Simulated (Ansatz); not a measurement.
## Phonon frequency of some cubic solids

Method: r²SCAN+rVV10 (Ansatz, a first-principles code, plane waves, PAW). References are measured values at room or unstated temperature, uncorrected unless marked, so that the deviations hold thermal and zero-point effects besides the level's error. The table is a random draw of 8 from 59 values with such references.

Values in cm⁻¹.

| solid | reference | r²SCAN+rVV10 | deviation (%) |
|---|---|---|---|
| zinc-blende InSb (X TO) | 180 | 173 | -3.9 |
| diamond-structure Ge (L LA) | 222 | 223 | +0.5 |
| zinc-blende GaSb (L LA) | 153 | 157 | +2.6 |
| fcc Al (X L) | 323 | 348 | +7.7 |
| zinc-blende GaAs (L LA) | 207 | 210 | +1.4 |
| fcc Al (L T) | 140 | 162 | +15.7 |
| diamond-structure Ge (L LO) | 245 | 241 | -1.6 |
| zinc-blende InSb (L TO) | 177 | 176 | -0.6 |

Over these 8 values the mean deviation is +2.7 %, the mean absolute deviation 4.3 % (median 2.1 %), and the worst case fcc Al (L T) at +15.7 %; the value is above the reference in 5 of 8 cases. Over all 59, from unrounded values, the mean deviation is +1.1 % and the mean absolute deviation 2.8 % (median 1.6 %).

Spin–orbit coupling is left out, also for the solids with elements from indium on (zinc-blende InSb, zinc-blende GaSb); its size isn't shown.

Differences are worked out from the printed values.

Each level is taken at its own relaxed cell. Ansatz's density-functional and Hartree–Fock values are scalar-relativistic unless marked +SOC, with PAW data made under PBE.

Not in this set, of the solids of all kinds but layered and molecular ones with a reference value in our tables and a result at some level: 39 for no value at r²SCAN+rVV10 (not run, a failed fit, an unstable or unbound cell, or a value held back for tests); 16 for a reference of another kind, counted apart. These can be a level's best or worst cases. At least 16 more with a reference value are held back for tests. Solids without a released value at any level aren't counted. The metals Ce to Yb are counted apart.

References as tabulated in Giannozzi et al., Phys. Rev. B (1991); Ioffe Institute, NSM Archive: InSb, mechanic properties page; Savrasov and Savrasov (1996), arXiv:cond-mat/9604124; Yang et al. (2021), arXiv:2106.07201.
